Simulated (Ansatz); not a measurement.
# Property card for Al₂Au

All numbers below come from Ansatz 0.2.0, DFT PBEsol, scalar-relativistic, plane waves, PAW.

Cutoff 420 eV; k points 12×12×12 on the computed 3-atom cell (Γ-centred); Gaussian smearing, width 0.10 eV; no spin polarisation.

The structure is relaxed at this level of theory with its symmetry kept. Whether it is the stable form of this composition wasn't checked.

```cif
data_structure
_symmetry_space_group_name_H-M 'P 1'
_symmetry_Int_Tables_number 1
_cell_length_a 4.2448
_cell_length_b 4.2448
_cell_length_c 4.2448
_cell_angle_alpha 60.000
_cell_angle_beta 60.000
_cell_angle_gamma 60.000
_cell_volume 54.08
loop_
_atom_site_label
_atom_site_type_symbol
_atom_site_fract_x
_atom_site_fract_y
_atom_site_fract_z
_atom_site_occupancy
Al1 Al 0.25000 0.25000 0.25000 1
Al2 Al 0.75000 0.75000 0.75000 1
Au1 Au 0.00000 0.00000 0.00000 1
```

| Item | Value |
| --- | --- |
| Space group | Fm-3m (No. 225) |
| Volume per atom | 18.03 Å³ |
| Formation energy from the elements' standard states (uncorrected) | -0.449 eV/atom |
| Kohn–Sham band gap | none (metal) |
| Density of states at the Fermi level | 0.92 states/eV per cell |
| Löwdin character within 0.5 eV of the Fermi level | Al 3p 73 %, Al 3s 9 %, unprojected 11 % |
| Bulk modulus | 115 GPa |
| Its pressure derivative | 4.7 |
| Bader charges (e) | Al (2 in the cell) 1.74, Au (1 in the cell) -3.48 |

Spin-orbit coupling is left out, which matters for the bands of heavy elements.